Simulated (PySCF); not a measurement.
Method: B3LYP-D3(BJ)/def2-TZVP // r2SCAN-D4/def2-SVP (PySCF 2.14.0). All species are isolated molecules in the gas phase. B3LYP has the VWN-RPA correlation part, as in Gaussian. 

Reference species (SMILES): `[OH]` (neutral, multiplicity 2).

```
Item           Result
-------------  ------
dipole moment  1.77 D
```

Changed species: `[SH]` (free radical SH; the reference has free radical OH).

Question: Give the shifts of the dipole moment.

Answer: the dipole moment falls by 0.91 D, to 0.86 D.
